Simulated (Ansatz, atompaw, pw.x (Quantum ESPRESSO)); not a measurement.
From atom to crystal: PAW (atompaw) potential for tungsten

- Element: tungsten
- Generator: atompaw 4.2.0.5
- Type: PAW
- Functional: PBEsol
- Relativity: scalar-relativistic
- Frozen core: [Kr] 4d10 4f14
- Valence charge: 14
- Reference configuration: 5s2 5p6 5d5 6s1 6p0
- Partial waves: 5s (bound): rc 1.25 bohr; 6s (bound): rc 2.15 bohr; 5p (bound): rc 1.70 bohr; 6p (bound, empty): rc 1.80 bohr; 5d (bound): rc 2.15 bohr; 5d channel at 2.4 Ry: rc 2.15 bohr
- Local potential: bessel scheme, radius 1.82 bohr
- Core correction: smooth core density matched at 1.70 bohr
- Augmentation charge: besselshape compensation charge, radius 2.00 bohr; PAW radius 2.15 bohr; waves and projectors: custom polynom2 7 10 vanderbiltortho

Atomic tests: cutoffs needed: 25 Ry and 60 Ry (the cutoffs (Ry, on a coarse ladder) from which the occupation-weighted sum of valence levels, in a spherical-Bessel basis at the reference potential, stays within 10 and 1 mRy of its value at 400 Ry); ghost test: no extra level below or beside the all-electron valence levels (s, p, d, f tested) (spherical-Bessel basis up to 400 Ry, 20 bohr box); lowest eigenvalue of the overlap operator: 0.54 (s channel).

Crystal test: bcc W in pw.x 7.5, no spin, 15³ k-points, Fermi–Dirac smearing 0.01 Ry, cutoffs 75/750 Ry. The reference is all-electron LAPW (Ansatz 0.2.0) with the same functional, mesh and smearing; V0 and B0 come from Birch–Murnaghan fits to the pressures at five volumes. Errors are pseudo minus all-electron; Δ is the rms difference of the E(V) curves that follow from these fits, minima aligned, over ±6 % about the mean V0. Mesh and smearing are coarse, so the numbers serve the comparison and aren't converged zero-temperature values; the lattice is a test structure that the element need not adopt.

All-electron: a0 = 3.155 Å (V0 = 15.70 Å³/atom), B0 = 321.1 GPa.

Question: How far does the potential miss the all-electron equation of state?

Answer: mean pressure error (GPa): -1.43; a0 (Å): 3.150; a0 error (%): -0.15; B0 error (%): +0.7; Δ (meV/atom): 4.9.

```json
{"V (Å³/atom)": "14.903", "P all-electron (GPa)": "18.56", "P pseudo (GPa)": "16.94"}
{"V (Å³/atom)": "15.295", "P all-electron (GPa)": "8.81", "P pseudo (GPa)": "7.29"}
{"V (Å³/atom)": "15.687", "P all-electron (GPa)": "0.22", "P pseudo (GPa)": "-1.20"}
{"V (Å³/atom)": "16.079", "P all-electron (GPa)": "-7.35", "P pseudo (GPa)": "-8.68"}
{"V (Å³/atom)": "16.471", "P all-electron (GPa)": "-14.00", "P pseudo (GPa)": "-15.25"}
```

Question: At the middle volume, how do free energy and pressure move when the wave cutoff is lowered (ecutrho held at 750 Ry)?

Answer:

```csv
cutoff (Ry),shift of F (meV/atom),shift of P (GPa)
34,+23.5,-0.77
45,+13.0,-0.06
60,+3.3,-0.06
```

The run at the middle volume (120 k-points, 8 iterations) took about 38 s on one core of a shared host (Intel(R) Xeon(R) Platinum 8259CL CPU @ 2.50GHz, 96 threads, 755 GiB, load 55).
